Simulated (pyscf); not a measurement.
Optimised with ωB97X-D3(BJ)/def2-SVP in PySCF.

### Question
For the elementary gas-phase step SiH₃⁺ + H₂O -> HO⁺=SiH₂ + H₂ (singlet surface; H–Si, H–O broken, O–Si, H–H formed), what barrier and reaction energy does ωB97M-D3(BJ)/def2-TZVP give, measured from the separated reactants?

### Answer
ΔE‡ = -16.1 kcal/mol, ΔE = -34.2 kcal/mol. Zero-point energy shifts the barrier by +1.2 kcal/mol. It is a four-centre exchange, with an imaginary mode of 1524i cm⁻¹. On the reactant side the descent ends in an adduct with a O–Si contact, 61.2 kcal/mol under the separated species and 44.8 kcal/mol under the saddle at ωB97X-D3(BJ)/def2-TZVP. On the product side the descent ends in a bound adduct, 9.7 kcal/mol under the separated species and 27.3 kcal/mol under the saddle at ωB97X-D3(BJ)/def2-TZVP. At ωB97M-D3(BJ) the saddle lies under the separated reactants, which points to a path from their complex (located at ωB97X-D3(BJ) alone). What is counted as formed (O–Si) is already present as a longer contact in the reactant adduct; forming that adduct is a step of its own. This is the saddle that the search found; another between the same sides may lie lower.
